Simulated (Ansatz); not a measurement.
The inner images of a band of H2S + H5NSi (10 atoms, charge 0, multiplicity 1) are given out of order.

Theory: RKS BHLYP-D4/def2-SVP in Ansatz 0.2.0.

First end point:

```xyz
10
Properties=species:S:1:pos:R:3
Si -0.151 0.364 0.130
N -0.024 0.074 1.839
H -0.860 -0.140 2.359
H 0.573 0.675 2.387
H 1.220 0.482 -0.410
H -0.896 1.598 -0.237
H -0.865 -0.785 -0.468
S 1.753 -2.942 1.253
H 0.614 -3.575 0.940
H 1.108 -1.847 1.700
```

Last end point:

```xyz
10
Properties=species:S:1:pos:R:3
Si 0.350 -0.222 -0.808
N 0.012 -0.800 2.827
H -0.731 -1.329 3.265
H -0.354 0.124 2.636
H 0.641 -0.126 -2.257
H 0.938 0.956 -0.121
H -1.119 -0.165 -0.610
S 1.191 -2.053 -0.114
H 0.801 -1.794 1.158
H 0.742 -0.686 3.518
```

**Question.** Put them in order from the first end to the last, with their energies above the first end.
A.
```xyz
10
Properties=species:S:1:pos:R:3
Si 0.256 -0.281 -0.078
N 0.018 -0.290 2.167
H -0.932 -0.294 2.517
H 0.468 0.556 2.498
H 1.202 0.108 -1.161
H -0.228 1.109 0.247
H -0.971 -0.962 -0.546
S 1.549 -2.081 0.423
H 0.576 -2.875 0.907
H 0.534 -1.085 2.519
```
B.
```xyz
10
Properties=species:S:1:pos:R:3
Si 0.321 -0.300 -0.443
N -0.129 -0.448 2.451
H -1.005 -0.416 2.953
H 0.329 0.443 2.594
H 0.836 0.032 -1.791
H 0.374 0.969 0.307
H -1.070 -0.785 -0.542
S 1.623 -1.923 0.135
H 0.735 -2.524 0.937
H 0.456 -1.144 2.892
```
C.
```xyz
10
Properties=species:S:1:pos:R:3
Si 0.055 -0.027 0.079
N 0.129 -0.172 1.949
H -0.780 -0.290 2.386
H 0.607 0.601 2.404
H 1.369 0.290 -0.485
H -0.709 1.263 0.046
H -0.851 -1.016 -0.512
S 1.509 -2.426 0.799
H 0.429 -3.225 0.836
H 0.711 -1.094 1.991
```
D.
```xyz
10
Properties=species:S:1:pos:R:3
Si 0.286 -0.293 -0.677
N 0.005 -0.701 2.693
H -1.002 -0.730 2.788
H 0.268 0.276 2.666
H 0.508 -0.055 -2.120
H 0.696 0.922 0.068
H -1.162 -0.504 -0.442
S 1.447 -2.005 -0.155
H 1.032 -1.922 1.125
H 0.393 -1.082 3.546
```
E.
```xyz
10
Properties=species:S:1:pos:R:3
Si -0.051 0.171 0.148
N 0.028 -0.025 1.892
H -0.832 -0.226 2.380
H 0.564 0.653 2.413
H 1.314 0.292 -0.404
H -0.793 1.408 -0.164
H -0.793 -0.969 -0.438
S 1.597 -2.582 1.040
H 0.446 -3.245 0.866
H 0.991 -1.572 1.759
```

**Answer.** E (+0.19 eV), C (+0.98 eV), A (+0.70 eV), B (-0.02 eV), D (-0.18 eV).

Run time: 3.6 min on 2 threads of Arm Neoverse V2, on a shared host, peak memory 0.16 GiB.
